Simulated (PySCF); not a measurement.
**O: ionisation energy**

O [He] 2s2 2p4 (3P) → O⁺ [He] 2s2 2p3 (4S), as a difference of total energies. Computed with PySCF 2.14 in dyall-acv3z (15s9p4d2f, 76 functions), with scalar relativity by spin-free X2C-1e. Correlated levels: valence: 1s2 frozen; valence and next inner shell: nothing frozen; virtual orbitals above 40 to 60 times the deepest correlated orbital energy dropped. The calculations carry no spin-orbit coupling.

| method | ionisation energy (eV) |
| --- | --- |
| UHF | 12.010 |
| LDA | 13.993 |
| PBE | 14.049 |
| PBE0 | 13.834 |
| r2SCAN | 13.705 |
| M06-2X | 13.671 |
| r2SCANh | 13.655 |
| BHandHLYP | 13.732 |
| BLYP | 14.141 |
| MP2 (valence) | 13.328 |
| SCS-MP2 (valence) | 13.434 |
| MP2 (valence and next inner shell) | 13.340 |
| SCS-MP2 (valence and next inner shell) | 13.437 |

Q: How much does correlation contribute at MP2 (valence and next inner shell)?

A: 13.340 − (12.010) = 1.330 eV, measured against UHF.

A first-order spin-orbit estimate (lowest level to lowest level, LS coupling) adds 0.010 eV.

Errors of the correlated levels include the incompleteness of this basis and the frozen core.

For comparison: 13.618 eV (measured; NIST Atomic Spectra Database, ionization energies).
